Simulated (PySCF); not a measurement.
C2H7OP.
SMILES: `C[PH](=O)C`

The calculation used PBE0-D3(BJ)/def2-SVP geometry optimisation, gas phase in PySCF.

Masses are those of the commonest isotopes; rigid-rotor values at the optimised geometry. 

Q: Give the principal moments of inertia and the rotational constants in MHz.

A: Ia = 75.73, Ib = 80.15, Ic = 134.50 u·Å²; 505379 MHz·u·Å²/I gives A = 6674, B = 6305, C = 3757 MHz.

Q: What kind of rotor is it?

A: An asymmetric top; Ray's κ = 0.747.

Q: Is it planar, by Δ = Ic − Ia − Ib?

A: Not planar: Δ = Ic − Ia − Ib = -21.37 u·Å². For a rigid frame Δ = −2 Σ m c², so Σ m c² = 10.69 u·Å² lies off the ab plane: 6.42 from hydrogen and 4.27 from heavier atoms. The atom farthest from that plane is 1.70 Å away.

Q: Give the other two planar moments, Paa and Pbb, and the rms extents of the mass along the axes.

A: Paa = Σ m a² = (Ib + Ic − Ia)/2 = 69.46 and Pbb = Σ m b² = (Ia + Ic − Ib)/2 = 65.04 u·Å². With the mass M = 78.02 u, the rms extents √(P/M) along a, b and c are 0.94, 0.91, 0.37 Å.

Q: Which types of transition are allowed, and where do some lines up to J = 2 fall?

A: The dipole components are |μa| = 0.07 D, |μb| = 4.00 D, |μc| = 0.75 D. Intensities carry the squares of the components, which stand as 0.00 : 1.00 : 0.04 (a : b : c). Some lines, for components of 0.1 D or more:

```
type  branch         J(Ka,Kc)    MHz  lower level (cm⁻¹)
   c       Q  1(1,1) ← 1(0,1)    368               0.336
   c       Q  2(2,1) ← 2(1,1)   1105               1.189
   b       Q  1(1,0) ← 1(0,1)   2916               0.336
   b       Q  2(2,0) ← 2(1,1)   3322               1.189
   b       Q  2(1,1) ← 2(0,2)   7681               0.933
   b       Q  2(2,1) ← 2(1,2)   8749               0.934
   b       R  1(1,1) ← 0(0,0)  10431               0.000
   c       R  1(1,0) ← 0(0,0)  12979               0.000
   b       R  2(0,2) ← 1(1,1)  17540               0.348
   b       R  2(1,2) ← 1(0,1)  17946               0.336
   b       R  2(2,1) ← 1(1,0)  23778               0.433
   c       R  2(1,1) ← 1(0,1)  25590               0.336
   c       R  2(2,1) ← 1(1,1)  26326               0.348
   b       R  2(2,0) ← 1(1,1)  28543               0.348
```

No frequency check. Constants of a rigid frame at the computed geometry: no zero-point averaging, no centrifugal distortion. A rigid rotor knows nothing of internal rotation, which can split or shift real lines.

Time: 21 s of wall time; peak memory 0.39 GiB. Hardware: one thread of an Arm Neoverse V2, shared host with 96 logical CPUs at a one-minute load of 11. That covers the optimisation of the geometry.
